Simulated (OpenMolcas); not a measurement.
# Potential curves of C₂: spin-free states

Computed with OpenMolcas 26.06: state-averaged CASSCF(8,8) over C 2s 2p, C 2s 2p, XMS-CASPT2 (IPEA 0.25, imaginary shift 0.2 hartree), scalar X2C, ANO-RCC-VTZP, then RASSI spin–orbit state interaction with atomic mean-field integrals. C2 symmetry about the axis (a holds Σ, Δ, Γ; b holds Π, Φ, H; Σ⁺ and Σ⁻ are not told apart); roots by multiplicity and irrep: 3b 6, 1a 4, 3a 3, 1b 4, 5a 3, 5b 2.

XMS-CASPT2 energies in eV from the lowest point. Curves are followed by energy order within each symmetry, so they are adiabatic and may change character at avoided crossings and where g and u states cross; Σ⁺ and Σ⁻ are counted together.

| R (Å) | (1)1Σ | (1)3Π | (1)1Π | (1)1Δ | (2)1Σ | (2)3Π | (1)5Π | (1)5Σ | (3)3Π |
| --- | --- | --- | --- | --- | --- | --- | --- | --- | --- |
| 1.126 | 0.805 | 1.891 | 2.937 | 4.473 | 4.591 | 3.711 | 9.175 | 7.532 | 10.521 |
| 1.191 | 0.165 | 0.874 | 1.876 | 3.087 | 3.362 | 2.936 | 7.169 | 6.200 | 8.513 |
| 1.250 | 0.000 | 0.393 | 1.385 | 2.337 | 2.682 | 2.665 | 5.915 | 5.491 | 7.267 |
| 1.309 | 0.100 | 0.235 | 1.202 | 1.920 | 2.307 | 2.679 | 5.049 | 5.116 | 6.400 |
| 1.374 | 0.417 | 0.308 | 1.253 | 1.746 | 2.155 | 2.903 | 4.417 | 4.981 | 5.789 |
| 1.440 | 0.867 | 0.560 | 1.487 | 1.775 | 2.200 | 3.254 | 4.049 | 5.050 | 5.450 |
| 1.532 | 1.595 | 1.092 | 1.983 | 2.039 | 2.485 | 3.812 | 3.832 | 5.356 | 5.311 |
| 1.649 | 2.519 | 1.914 | 2.757 | 2.576 | 3.093 | 4.459 | 3.872 | 5.907 | 5.334 |
| 1.833 | 3.661 | 3.207 | 3.956 | 3.536 | 4.253 | 5.166 | 4.286 | 6.541 | 5.724 |
| 2.094 | 4.916 | 4.724 | 5.278 | 4.791 | 5.550 | 5.913 | 5.032 | 6.659 | 6.357 |

Problem. With masses 12.000 and 12.000 u, fit the curves (1)1Σ, (1)3Π, (1)1Π, (1)1Δ, (2)1Σ, (2)3Π, (1)5Π, (1)5Σ near their minima.

Solution. At XMS-CASPT2, Te from the lowest curve (the fit fixes ωe to a per cent or two; the method's Re and ωe can be off by some per cent):

| curve | Te (cm⁻¹) | Re (Å) | ωe (cm⁻¹) |
| --- | --- | --- | --- |
| (1)1Σ | 0 | 1.254 | 1832.4 |
| (1)3Π | 1860 | 1.319 | 1634.4 |
| (1)1Π | 9630 | 1.326 | 1609.6 |
| (1)1Δ | 14000 | 1.394 | 1388.5 |
| (2)1Σ | 17350 | 1.389 | 1382.3 |
| (2)3Π | 21320 | 1.275 | 1754.8 |
| (1)5Π | 30770 | 1.571 | 980.9 |
| (1)5Σ | 40170 | 1.381 | 1435.4 |

Left out for impure symmetry, kinks or missing points, though low: (1)3Σ, (2)3Σ, (2)1Π, (3)3Σ, (1)5Δ, (1)3Δ, (2)5Σ, (3)5Σ. g and u states are not told apart. Only roots inside an energy window near the equilibrium distance were included, so the list of states is not complete; labels number the states computed. Each spin and symmetry block has orbitals of its own, averaged over its own roots, so gaps between blocks are less sure than gaps within one and near the minimum can be off by tenths of an eV, in bad cases by more. No Rydberg orbitals are active, so Rydberg states, and σ→σ* states whose orbital the CASSCF left unused, can be missing between those listed. CASPT2 splits the two components of degenerate states numerically, here by up to 62 cm⁻¹. Points that failed a check (symmetry, reference weights, a jump) are left out.
